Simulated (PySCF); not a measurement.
Stick spectrum of a doublet radical in fast tumbling, microwave frequency 9.764 GHz, simulated to first order from computed parameters.

```json
{"field (mT)": "344.14", "relative intensity": "1"}
{"field (mT)": "344.35", "relative intensity": "1"}
{"field (mT)": "344.57", "relative intensity": "1"}
{"field (mT)": "344.79", "relative intensity": "1"}
{"field (mT)": "345.47", "relative intensity": "3"}
{"field (mT)": "345.69", "relative intensity": "3"}
{"field (mT)": "345.90", "relative intensity": "3"}
{"field (mT)": "346.12", "relative intensity": "3"}
{"field (mT)": "346.17", "relative intensity": "1"}
{"field (mT)": "346.39", "relative intensity": "1"}
{"field (mT)": "346.60", "relative intensity": "1"}
{"field (mT)": "346.81", "relative intensity": "3"}
{"field (mT)": "346.82", "relative intensity": "1"}
{"field (mT)": "347.02", "relative intensity": "3"}
{"field (mT)": "347.24", "relative intensity": "3"}
{"field (mT)": "347.45", "relative intensity": "3"}
{"field (mT)": "347.51", "relative intensity": "3"}
{"field (mT)": "347.72", "relative intensity": "3"}
{"field (mT)": "347.94", "relative intensity": "3"}
{"field (mT)": "348.14", "relative intensity": "1"}
{"field (mT)": "348.15", "relative intensity": "3"}
{"field (mT)": "348.36", "relative intensity": "1"}
{"field (mT)": "348.57", "relative intensity": "1"}
{"field (mT)": "348.79", "relative intensity": "1"}
{"field (mT)": "348.84", "relative intensity": "3"}
{"field (mT)": "349.06", "relative intensity": "3"}
{"field (mT)": "349.27", "relative intensity": "3"}
{"field (mT)": "349.49", "relative intensity": "3"}
{"field (mT)": "350.17", "relative intensity": "1"}
{"field (mT)": "350.39", "relative intensity": "1"}
{"field (mT)": "350.61", "relative intensity": "1"}
{"field (mT)": "350.82", "relative intensity": "1"}
```

(1) What is g?

(2) Take the pattern apart into splittings.

(3) The radical has the formula CH4ClSi. Propose a structure, and say which nuclei carry the couplings.

Results:

(1) The pattern is symmetric about 347.48 mT, so g = hν/(μB·B0) = 9764/(13.99624 × 347.48) = 2.0076, a shift of +5.3 × 10⁻³ from the free-electron value.

(2) The first two lines at either end are about 0.22 mT apart, which is the smallest coupling, and their intensity ratio 1:1 counts the nuclei that share it. In full: a 1:1 doublet of 2.03 mT (57 MHz), from 1 nucleus of spin 1/2; a 1:3:3:1 quartet of 1.33 mT (37 MHz), from 3 nuclei of spin 1/2; a 1:1:1:1 quartet of 0.22 mT (6 MHz), from 1 nucleus of spin 3/2. Check: Σ 2nI·a is the distance from the first to the last line, 6.68 mT.

(3) The pattern alone needn't single out one isomer; the structure behind this simulation is `[SiH3][CH]Cl` [radical], numbered [SiH3:1][CH:2][Cl:3] (hydrogens: H4, H5, H6 on Si1; H7 on C2). 2.03 mT: 1H at H7 (α, 1 bond from C2; computed sign −); 1.33 mT: 1H at H4/H5/H6 (β, 2 bonds from C2; computed sign +); 0.22 mT: 35Cl at Cl3 (1 bond from C2; computed sign +). The largest Mulliken spin populations are on C2 (+0.90) and Cl3 (+0.11). No atom but C2 exceeds +0.15. The angles at C2 add up to 360.0°, so it is planar; its axial dipolar tensor and the negative coupling of its proton fit spin in a p orbital normal to that plane.

Level of theory: UKS B3LYP, pcH-1 on C Cl H Si, non-relativistic, mean-field spin-orbit, GIAO in PySCF. Geometry: GFN2-xTB; no solvent, vibrations or thermal averaging. The geometry wasn't refined by DFT: couplings that depend on bond lengths, twists or pyramidal angles can differ widely from those at the functional's own minimum. No stability test was run, so a lower SCF solution isn't excluded.

Class means assume fast exchange of nuclei equivalent by connectivity; if that motion is slow, each nucleus keeps its own coupling. The three 1H nuclei of mean +37.5 MHz run from -2.6 to 57.5 MHz in the frozen geometry.

Main isotope only: 35Cl (natural samples also hold 24 % 37Cl, magnetic too, which adds its own pattern).

Rare isotopes and splittings under 0.04 mT were left out of the simulation.
